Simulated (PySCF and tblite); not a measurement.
Values are calculated unless marked as measured or tabulated.
C₄H₅NO, numbered as in [CH3:1][O:2]/[CH:3]=[CH:4]\[C:5]#[N:6].

Free energies: B3LYP-D3(BJ)/def2-SVP (IEF-PCM, dichloromethane) on GFN2-xTB structures plus GFN2-xTB thermal terms, symmetry and mirror images included. Conformers within 2.5 kcal/mol (GFN2-xTB free energy) were kept, 6 at most. Couplings: B3LYP/6-31G* with pcJ-1 on H (gas phase; spin-dipole term only for pairs with B, N, F, Si or P). Couplings are for ¹H. H–H couplings come out 0.1 to 0.9 Hz lower than with pcJ-1 on all atoms. Run with PySCF (density fitting) and tblite.

Torsions listed: C1–O2–C3–C4.

| conformer | shape | weight % |
| --- | --- | --- |
| 1 | 180° | 94.4 |
| 2 | 0° | 5.6 |

Q: Give the couplings in each conformer and the averages at 298.15 K (pairs that fast motion interchanges averaged).

A: 
```tsv
coupling	pairs	1	2	average (Hz)
²J(H1,H1)	3	-11.9	-12.5	-11.9
³J(H3,H4)	1	7.8	9.4	7.9
```
